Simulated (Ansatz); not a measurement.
**BNH₄ + HF: a complex and its separated parts**

The complex below is one end of an elementary step. How strongly is it bound against its free parts?

Method: PBE0-D4/def2-TZVP structures, single points in def2-TZVPP, no counterpoise correction; program: Ansatz 0.2.0, Gaussian basis.

Levels: SPW92, PBE-D4, BLYP-D4, r2SCAN-D4, B97M-V, PBE0-D4, B3LYP-D4, r2SCAN0-D4, BHLYP-D4, CAM-B3LYP-D4, wB97X-V, wB97M-V, B2PLYP, PBE-QIDH, RPA on PBE, Hartree-Fock, MP2, CCSD, CCSD(T).

Correlated methods freeze the cores. B3LYP uses VWN-RPA correlation. B2PLYP carries no dispersion term here.

21 further runs of the same task are left out: 21 set aside as unsound or not needed.

## (1) Where the work starts

The complex: 8 atoms, charge 0, spin multiplicity 1.

Atoms are counted from 1 here; the program's logs count them from 0.

Bond lengths: B1–H3 1.194 Å, B1–H4 1.194 Å, B1–N6 1.399 Å, F2–H5 0.936 Å, N6–H7 1.008 Å, N6–H8 1.008 Å. Angles: H3–B1–H4 122.8°, H3–B1–N6 118.6°, H4–B1–N6 118.6°, B1–N6–H7 122.4°, B1–N6–H8 122.4°, H7–N6–H8 113.1°.

Geometry (Å):

```xyz
8

B    -0.54270   -0.81253    0.51111
F     1.32752    0.48083   -1.96110
H    -1.57319   -1.11230   -0.01174
H     0.16724   -1.61050    1.04440
H     0.82770    0.40355   -1.17379
N    -0.13297    0.52434    0.46653
H    -0.73552    1.26327    0.13817
H     0.66193    0.86323    0.98632
```

Its parts: BNH₄ holds atoms 1, 3, 4, 6, 7, 8; HF holds atoms 2, 5. Each part counts its atoms afresh in its own runs.

## (2) Relaxing BNH₄ alone

Contents of relax-a/in.yaml:

```yaml
crystal:
  periodic: [false, false, false]
  atoms:
    - {symbol: B, position_ang: [-0.542698, -0.812525, 0.511114]}
    - {symbol: H, position_ang: [-1.573192, -1.112298, -0.011741]}
    - {symbol: H, position_ang: [0.167240, -1.610499, 1.044396]}
    - {symbol: N, position_ang: [-0.132974, 0.524345, 0.466528]}
    - {symbol: H, position_ang: [-0.735525, 1.263268, 0.138170]}
    - {symbol: H, position_ang: [0.661926, 0.863230, 0.986323]}
basis:
  gaussian: {orbitals: def2-TZVP}
hamiltonian: {xc: pbe0, dispersion: d4}
relax: {f_tol: 0.005, max_steps: 200}
```

No record of the launch command was kept for these runs.

The runs that follow: Relaxing HF alone; wB97M-V/def2-TZVPP; CCSD(T)/def2-TZVPP; Vibrations of BNH₄; Vibrations of HF.

What does the calculation give? Wanted: complex less parts, CCSD(T)/def2-TZVPP; with zero-point energy; largest T1 diagnostic.

The runs gave:

| quantity | value |
| --- | --- |
| complex less parts, CCSD(T)/def2-TZVPP | -19.4 kJ/mol |
| with zero-point energy | -11.5 kJ/mol |
| largest T1 diagnostic | 0.012 |

What this shows: At CCSD(T) the complex lies 19.4 kJ/mol below its parts. B2PLYP is the best functional here (-0.7 kJ/mol from CCSD(T)); SPW92 is the worst (-17.7 kJ/mol). Mean unsigned error by rung: LDA 17.7, GGA 5.3, meta-GGA 2.8, hybrid 3.8, range-separated hybrid 3.6, double hybrid 1.3 kJ/mol. PBE-D4 gives a relative energy 6.5 kJ/mol too low, outside chemical accuracy (1 kcal/mol, 4.2 kJ/mol). No counterpoise was applied, and triple zeta lacks some correlation, so the CCSD(T) reference has a basis error of its own, and close matches with it are partly luck.
